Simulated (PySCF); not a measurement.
**One shape, several levels: H3NO (hydroxylamine)**

Aim: a comparison of 6 runs (HF/STO-3G, HF/3-21G, HF/def2-SVP, PBE0/def2-SVP, r2SCAN/6-311G**, PBE/aug-cc-pVDZ) of H3NO (hydroxylamine). Input form: a Python script.

Program for the calculation: PySCF 2.14.0.

## (1) The structure to begin with

H3NO has 5 atoms, charge 0, and is taken as a singlet. SMILES: `NO`. The shape is that of a PBE0-D4/def2-TZVP optimisation. This is one conformer, not always the lowest.

Bond lengths: N1–O2 1.422 Å, N1–H3 1.016 Å, N1–H4 1.016 Å, O2–H5 0.960 Å. Angles: N1–O2–H5 102.8°, O2–N1–H3 104.5°, O2–N1–H4 104.5°, H3–N1–H4 106.0°.

## (2) Energy and forces at HF/STO-3G (run 1)

start.xyz

```xyz
5
H3NO
N     -0.165120    -0.361290    -0.321170
O      0.364460     0.666040     0.508060
H     -0.162690    -1.190020     0.266770
H     -1.141650    -0.109840    -0.446210
H      1.105010     0.995100    -0.007440
```

calc.py

```python
# hydroxylamine
from pyscf import gto

mol = gto.M(
    atom='start.xyz',
    basis='sto-3g',
    verbose=3,
    spin=0,
    max_memory=1860,
)

mf = mol.RHF()
mf.conv_tol = 1e-10
mf.kernel()
if not mf.converged:
    mf = mf.newton().run(mf.mo_coeff, mf.mo_occ)

e_final = mf.e_tot
print('E = %.10f Eh' % e_final)
grad = mf.nuc_grad_method().kernel()
dip = mf.dip_moment()
pop, q = mf.mulliken_pop()
```

Launch:

```
$ OMP_NUM_THREADS=1 python calc.py
```

Log:

```text
converged SCF energy = -129.259928242136
E = -129.2599282421 Eh
--------------- RHF gradients ---------------
         x                y                z
0 N    -0.0324124567    -0.0189085477     0.0158446083
1 O     0.0343423732     0.0117351002    -0.0292354112
2 H     0.0041053228     0.0235179032    -0.0155265516
3 H     0.0282192057    -0.0031156655     0.0020440754
4 H    -0.0342544449    -0.0132287902     0.0268732791
----------------------------------------------
Dipole moment(X, Y, Z, Debye): -0.29140, -0.25074,  0.02418
 ** Mulliken pop  **
pop of  0 N 1s            1.99578
pop of  0 N 2s            1.61304
pop of  0 N 2px           1.22236
pop of  0 N 2py           0.98764
pop of  0 N 2pz           1.48055
pop of  1 O 1s            1.99792
pop of  1 O 2s            1.84139
pop of  1 O 2px           1.45114
pop of  1 O 2py           1.44921
pop of  1 O 2pz           1.49989
pop of  2 H 1s            0.83455
pop of  3 H 1s            0.83452
pop of  4 H 1s            0.79202
 ** Mulliken atomic charges  **
charge of    0N =     -0.29936
charge of    1O =     -0.23955
charge of    2H =      0.16545
charge of    3H =      0.16548
charge of    4H =      0.20798
```

Run time: 0.94 s. Hardware: 1 thread of Intel Xeon at 2.70GHz, shared host; peak memory 0.12 GiB.

## (3) Energy and forces at HF/3-21G (run 2)

input.py

```python
from pyscf import gto, scf

mol = gto.Mole()
mol.atom = [
    ('N', (-0.165120, -0.361290, -0.321170)),
    ('O', (0.364460, 0.666040, 0.508060)),
    ('H', (-0.162690, -1.190020, 0.266770)),
    ('H', (-1.141650, -0.109840, -0.446210)),
    ('H', (1.105010, 0.995100, -0.007440)),
]
mol.verbose = 4
mol.max_memory = 1860
mol.basis = '3-21g'
mol.build()

hf = scf.RHF(mol)
hf.conv_tol = 1e-10
hf.kernel()
if not hf.converged:
    hf = hf.newton().run(hf.mo_coeff, hf.mo_occ)

e_final = hf.e_tot
print('Final energy', e_final)
grad = hf.nuc_grad_method().kernel()
dip = hf.dip_moment()
pop, q = hf.mulliken_pop()
```

Launch:

```
$ OMP_NUM_THREADS=1 python input.py
```

Log:

```text
PySCF version 2.14.0

[... 59 lines left out ...]
converged SCF energy = -130.254411185372
Final energy -130.2544111853715
[... 11 lines left out ...]
Dipole moment(X, Y, Z, Debye): -0.36224, -0.57413, -0.36689
[... 30 lines left out ...]
charge of    4H =      0.40293
```

Wall time 0.98 s (1 thread of Intel Xeon at 2.70GHz, shared host); peak memory 0.12 GiB.

Run 3 isn't shown in full; the table further down has it.

## (4) Energy and forces at PBE0/def2-SVP (run 4)

calc.py

```python
from pyscf import gto, dft

system = gto.M(
    atom='''
N     -0.312032    -0.682739    -0.606923
O      0.688730     1.258633     0.960094
H     -0.307440    -2.248812     0.504122
H     -2.157406    -0.207568    -0.843215
H      2.088166     1.880466    -0.014060
''',
    unit='bohr',
    verbose=4,
    max_memory=1860,
    basis='def2-svp',
    charge=0,
)

ks = dft.RKS(system, xc='pbe0')
ks.conv_tol = 1e-10
ks.grids.level = 5
ks.kernel()
if not ks.converged:
    ks = ks.newton().run(ks.mo_coeff, ks.mo_occ)

e_tot = ks.e_tot
print(f'total energy: {e_tot:.8f} hartree')
grad = ks.nuc_grad_method().kernel()
dip = ks.dip_moment()
pop, q = ks.mulliken_pop()
```

Launch:

```
$ OMP_NUM_THREADS=1 python calc.py
```

Log:

```text
PySCF version 2.14.0

[... 70 lines left out ...]
converged SCF energy = -131.466517019838
total energy: -131.46651702 hartree
[... 12 lines left out ...]
Dipole moment(X, Y, Z, Debye): -0.27887, -0.43601, -0.27301
[... 49 lines left out ...]
charge of    4H =      0.19157
```

Wall time 8.7 s (1 thread of Intel Xeon at 2.70GHz, shared host); peak memory 0.46 GiB.

Run 5 isn't shown in full; the table further down has it.

## (5) Energy and gradient at PBE/aug-cc-pVDZ (run 6)

Changes to start.xyz since step 2:

```diff
@@ -1,3 +1,3 @@
 5
-H3NO
+
 N     -0.165120    -0.361290    -0.321170
```

run.py

```python
from pyscf import gto, dft

mol = gto.Mole()
mol.atom = 'start.xyz'
mol.verbose = 3
mol.max_memory = 1860
mol.basis = 'aug-cc-pvdz'
mol.build()

ks = dft.RKS(mol, xc='pbe')
ks.conv_tol = 1e-10
ks.grids.level = 5
ks.kernel()
if not ks.converged:
    ks = ks.newton().run(ks.mo_coeff, ks.mo_occ)

e_final = ks.e_tot
print('E(%s) = %.9f' % ('PBE', e_final))
grad = ks.nuc_grad_method().kernel()
ks.analyze()
```

Launch:

```
$ OMP_NUM_THREADS=1 python run.py
```

Log:

```text
converged SCF energy = -131.598690230097
[... 17 lines left out ...]
MO #8   energy= -0.247377225538933 occ= 2
[... 12 lines left out ...]
MO #21  energy= 0.145876119205142  occ= 0
[... 12 lines left out ...]
MO #34  energy= 0.511521591693871  occ= 0
[... 12 lines left out ...]
MO #47  energy= 1.21769528384739   occ= 0
[... 12 lines left out ...]
MO #60  energy= 2.06956912875935   occ= 0
[... 12 lines left out ...]
MO #73  energy= 3.74365398899956   occ= 0
[... 6 lines left out ...]
Dipole moment(X, Y, Z, Debye): -0.26066, -0.38247, -0.21737
```

Run time: 14 s. Hardware: 1 thread of Intel Xeon at 2.70GHz, shared host; peak memory 0.71 GiB.

## (6) Overview of the runs

```tsv
run	level	integration grid	energy (Eh)	dipole moment (D)	HOMO energy (eV)	LUMO energy (eV)	wall time
1	HF/STO-3G	–	-129.259928	0.39	-9.13	15.06	0.94 s
2	HF/3-21G	–	-130.254411	0.77	-11.02	7.48	0.98 s
3	HF/def2-SVP	–	-130.883668	0.75	-11.46	5.05	1.5 s
4	PBE0/def2-SVP	5	-131.466517	0.59	-7.07	2.10	8.7 s
5	r2SCAN/6-311G**	5	-131.683372	0.59	-5.89	1.65	13 s
6	PBE/aug-cc-pVDZ	5	-131.598690	0.51	-5.96	-0.65	14 s
```

## (7) What came out

```
                       quantity          value
            run 6: total energy  -131.59869 Eh
           run 6: dipole moment         0.51 D
             run 6: HOMO energy       -5.96 eV
             run 6: LUMO energy       -0.65 eV
           run 6: HOMO–LUMO gap        5.32 eV
run 6: largest force on an atom     0.940 eV/Å
```

In words: The dipole moment (its size) runs from 0.39 D (HF/STO-3G) to 0.77 D (HF/3-21G). The HOMO–LUMO gap runs from 5.32 eV (PBE/aug-cc-pVDZ) to 24.19 eV (HF/STO-3G). The two ends differ in method and basis. Totals of different functionals can't be ranked against each other. In run 1 the basis is minimal, so the values are rough. All runs together took 39 s, the longest 14 s.
